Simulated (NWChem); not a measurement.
**Correlation energy of O2 (+1)**

```xyz
2

O      0.0000     0.0000     0.5535
O      0.0000     0.0000    -0.5535
```
Charge +1, spin multiplicity 2.

Everything below was run with NWChem. The geometry was optimised at UB3LYP/def2-SVP, a minimum by its harmonic frequencies.

Basis set: 3-21G. Each correlation energy counts from its own Hartree-Fock reference.

The correlated methods keep 2 core orbitals frozen. The structure started from a generated list of species. The unpaired electrons of the parent sit in orbitals of symmetry b2g (D2h labels of the run); other states weren't searched. The stability of the SCF solutions was not checked. Open-shell Hartree-Fock references start from PBE0 orbitals. Coupled-cluster values serve here as a point of comparison, not as the truth.

Order these methods by the correlation energy they give, lowest first: UMP2, CCSDT on ROHF, CCSD[T] on ROHF, CCSD on UHF, CCSD on ROHF, SCS-UMP2.

UMP2 (-290.6 mHa), CCSD[T] on ROHF (-284.6 mHa), CCSDT on ROHF (-283.3 mHa), SCS-UMP2 (-276.0 mHa), CCSD on ROHF (-273.5 mHa), CCSD on UHF (-268.6 mHa)
